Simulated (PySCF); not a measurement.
PO(OH) (singlet). Level of theory: PBE0 in PySCF with P def2-TZVP, O def2-TZVP, H def2-TZVP; no relativity; density-fitted integrals.

Harmonic bands of its minimum:

```
ω (cm⁻¹)  IR (km/mol)
     397         52.4
     572          149
     872          237
     942          6.7
    1299          128
    3767         87.2
```

Q: The central atom is P. Infer the point group and assign the bands.

A: Cs. The modes span 5a' + a'': 397 a', 572 a'', 872 a', 942 a', 1299 a', 3767 a'. The computed geometry has O–H 0.969 Å, P–O 1.467 Å, P–O 1.606 Å; H–O–P 113.4°, O–P–O 110.5°.

This need not be the most stable arrangement of these atoms.
